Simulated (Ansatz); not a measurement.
# CH6Si: the cost of one run

Program: Ansatz 0.2.0. Level of theory: RKS BHLYP/def2-mTZVP. These are calculated values, not measurements.

### 1 Starting point

Bond lengths: Si1–H2 1.660 Å, Si1–H3 1.660 Å, Si1–C4 1.869 Å, C4–H5 1.110 Å, C4–H6 1.110 Å, C4–H7 1.110 Å, Si1–H8 1.459 Å. Angles: H2–Si1–H3 35.4°, H2–Si1–C4 123.4°, H2–Si1–H8 123.4°, H3–Si1–C4 123.4°, H3–Si1–H8 123.4°, C4–Si1–H8 109.5°, Si1–C4–H5 109.5°, Si1–C4–H6 109.5°, Si1–C4–H7 109.5°, H5–C4–H6 109.4°, H5–C4–H7 109.4°, H6–C4–H7 109.4°.

Structure file:

```xyz
8

Si    0.0000    0.0000    0.0000
H     0.9994    0.0000    1.3254
H     1.5827    0.0000    0.5009
C    -0.8808    1.5259   -0.6227
H    -1.9334    1.2723   -0.8671
H    -0.8624    2.3106    0.1622
H    -0.3704    1.9025   -1.5336
H    -0.6877   -1.1914   -0.4862
```

### 2 A restrained relaxation towards end A

Springs on the bonds that form and break draw the guess towards this end; the thresholds are loose.

input.yaml

```yaml
crystal:
  periodic: [false, false, false]
  atoms:
    - { symbol: Si, position_ang: [0.0, 0.0, 0.0] }
    - { symbol: H, position_ang: [0.9994, 0.0, 1.3254] }
    - { symbol: H, position_ang: [1.5827, 0.0, 0.5009] }
    - { symbol: C, position_ang: [-0.8808, 1.5259, -0.6227] }
    - { symbol: H, position_ang: [-1.9334, 1.2723, -0.8671] }
    - { symbol: H, position_ang: [-0.8624, 2.3106, 0.1622] }
    - { symbol: H, position_ang: [-0.3704, 1.9025, -1.5336] }
    - { symbol: H, position_ang: [-0.6877, -1.1914, -0.4862] }
basis:
  gaussian: { orbitals: def2-mTZVP }
hamiltonian:
  xc: { name: BHLYP }
relax:
  f_tol: 0.15
  max_steps: 25
  restrain:
    - { distance: [1, 2], at: 1.86, k: 30.0 }
    - { distance: [0, 1], at: 1.46, k: 30.0 }
    - { distance: [0, 2], at: 1.46, k: 30.0 }
```

On the command line:

```console
$ ansatz run input.yaml --threads 1 --pin off --max-ram 2048MiB --backend cpu --events-out ev --progress --plain --runs-dir out
```

**Question.** How long does this run take on 1 thread of Intel Xeon Platinum 8175M at 2.50GHz (Skylake/Cascade Lake), shared host, and how much memory does it need?

About 15 s, with a peak of 0.13 GiB.
